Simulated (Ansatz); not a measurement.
```yaml
crystal:
  periodic: [false, false, false]
  atoms:
    - {symbol: Ga, position_ang: [-0.994045, -0.108540, -0.002197]}
    - {symbol: N, position_ang: [0.712034, 0.671832, 0.006401]}
    - {symbol: Si, position_ang: [2.189798, -0.111532, 0.001991]}
    - {symbol: H, position_ang: [-2.149927, 1.279886, 0.007555]}
basis:
  gaussian: {orbitals: def2-TZVP}
magnetization: {spin_polarized: true, initial_magnetization: 3}
hamiltonian: {xc: pbe0}
relax: {f_tol: 0.004, max_steps: 80}
```

```sh
$ ansatz run in.yaml --threads 1 --pin off --events-out ev --progress --plain --max-ram 2176MiB
```

Steps of the relaxation (energy above the last step; positions in Å, forces in eV/Å):

```
4
step 1, 200.9 meV
Ga   -0.994   -0.109   -0.002   -0.973    1.107    0.008
N     0.712    0.672    0.006    0.083    0.210    0.002
Si    2.190   -0.112    0.002    0.096   -0.164   -0.001
H    -2.150    1.280    0.008    0.795   -1.153   -0.008
```

```
4
step 2, 22.9 meV
Ga   -1.009    0.048   -0.001    0.236   -0.523   -0.004
N     0.747    0.734    0.007    0.107    0.215    0.002
Si    2.156   -0.183    0.001   -0.002   -0.076   -0.001
H    -2.136    1.133    0.006   -0.341    0.384    0.003
```

```
4
step 3, 9.0 meV
Ga   -1.000    0.027   -0.001   -0.055   -0.112   -0.001
N     0.750    0.740    0.007    0.094    0.148    0.001
Si    2.154   -0.184    0.001   -0.036   -0.053    0.000
H    -2.146    1.149    0.006   -0.004    0.017    0.000
```

```
4
step 4, 5.1 meV
Ga   -0.990    0.018   -0.001   -0.020    0.005    0.000
N     0.753    0.762    0.007    0.096    0.032    0.000
Si    2.137   -0.194    0.001   -0.093    0.003    0.000
H    -2.141    1.145    0.006    0.017   -0.040    0.000
```

```
4
step 5, 1.6 meV
Ga   -0.964    0.020   -0.001    0.011    0.102    0.001
N     0.768    0.811    0.008    0.130   -0.166   -0.001
Si    2.096   -0.224    0.001   -0.173    0.128    0.001
H    -2.143    1.124    0.006    0.031   -0.064    0.000
```

```
4
step 6, 0.7 meV
Ga   -0.962    0.027   -0.001    0.005    0.038    0.000
N     0.772    0.811    0.008    0.105   -0.104   -0.001
Si    2.095   -0.226    0.001   -0.129    0.093    0.001
H    -2.147    1.119    0.006    0.018   -0.027    0.000
```

```
4
step 7, 0.0 meV
Ga   -0.955    0.030   -0.001    0.001    0.006    0.000
N     0.775    0.817    0.008   -0.020    0.013    0.000
Si    2.082   -0.229    0.001    0.020   -0.016    0.000
H    -2.145    1.114    0.006   -0.001   -0.003    0.000
```

```
4
step 8, 0.0 meV
Ga   -0.955    0.031   -0.001    0.000   -0.002    0.000
N     0.776    0.817    0.008    0.002    0.000    0.000
Si    2.084   -0.229    0.001   -0.001    0.000    0.000
H    -2.146    1.113    0.006   -0.001    0.001    0.000
```

Close pairs at the end: Ga1–H4 1.609 Å, N2–Si3 1.675 Å, Ga1–N2 1.901 Å, Ga1–Si3 3.050 Å.

A stationary point of unrestricted PBE0 after 8 steps, with ⟨S²⟩ = 3.764 against 3.75 for a pure state; no frequencies were run, so it isn't proven a minimum. 2.4 min on 1 thread of Arm Neoverse V1, shared host.
